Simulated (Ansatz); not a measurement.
# fcc Rh

All values below come from PBEsol in Ansatz (plane waves, PAW).

Numerical settings: plane-wave cutoff 500 eV, 24×24×1 k mesh (along the axes of the cell as run), Fermi–Dirac smearing 0.1 eV, scalar-relativistic PAW data made under PBE.

Cell: relaxed at this level.

surface energy of the (111) face: 2.44 J/m²
work function of the (111) face: 5.28 eV

The slab of 6 atoms is relaxed and unreconstructed.

The result took very roughly 4 core-minutes.

Ansatz is an electronic-structure program.
